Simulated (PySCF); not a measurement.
[Al(CN)H3]-, CH3AlN (charge -1).
Cartesian coordinates in Å at the PBE0-D3(BJ)/def2-SVP level; atoms count from 1:
```xyz
6
CH3AlN angstrom
Al    -0.0066    0.0074   -0.6349
C      0.0092   -0.0116    1.3955
N      0.0269   -0.0298    2.5608
H      1.5520    0.0231   -1.1177
H     -0.8007    1.3581   -1.0905
H     -0.7808   -1.3471   -1.1131
```

Method used: PBE0-D3(BJ)/def2-SVP geometry optimisation, gas phase in PySCF 2.14.0.

**Question.** Which atoms are bound to Al1, and at what distances?

**Answer.** 4 atoms: H4 1.632 Å, H5 1.632 Å, H6 1.632 Å, C2 2.031 Å. The nearest atom not counted as bound is N3, at 3.20 Å.

**Question.** List the angles at Al1.

**Answer.** 
```tsv
angle	degrees	distance of the outer atoms (Å)
H4–Al1–H6	112.0	2.71
H5–Al1–H6	112.0	2.71
H4–Al1–H5	112.0	2.71
C2–Al1–H5	106.9	2.95
C2–Al1–H6	106.8	2.95
C2–Al1–H4	106.8	2.95
```

**Question.** What is the shape at Al1?

**Answer.** Tetrahedral: angles from 106.8° to 112.0°; τ4 = (360° − α − β)/141° = 0.96 with α and β the two widest (0 for a square, 1 for a tetrahedron).

**Question.** What are the other bond lengths?

**Answer.** C2–N3 1.166 Å.

**Question.** Give some angles away from the centre.

**Answer.** Al1–C2–N3 179.4°.

**Question.** What are the rotational constants (commonest isotopes, rigid rotor)?

**Answer.** A = 68514, B = 4392, C = 4392 MHz: a prolate symmetric top.

Point group: C3v (tolerance 0.08 Å). Charge -1, singlet. Stationary, but not proved a minimum.

Time: 3.8 s of wall time. Hardware: one thread of an Arm Neoverse V1, no GPU, shared host. That covers the optimisation of the geometry.
